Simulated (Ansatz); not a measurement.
A calculation with Ansatz (development build ahead of 0.2.0).

```yaml
crystal:
  periodic: [false, false, false]
  atoms:
    - { symbol: H, position_ang: [-0.00767, -0.00977, -1.52359] }
    - { symbol: C, position_ang: [-0.002, -0.08879, -0.48795] }
    - { symbol: C, position_ang: [0.01602, 0.03802, 0.83062] }
basis:
  gaussian: { orbitals: aug-cc-pVDZ }
magnetization:
  spin_polarized: true
  initial_magnetization: 1
hamiltonian:
  xc: hf
correlation:
  method: mp2
  frozen_orbitals: { C: 1, H: 0 }
```

The input is written out in the form of the current development build from the run's settings.

Output:

- Converged: yes
- Reference energy: -76.14633 hartree
- Correlation energy: -0.18215 hartree
- Total energy: -76.32848 hartree
- Spin squared of the determinant: 1.586

Caution: the unrestricted determinant is a mixture of spin states.
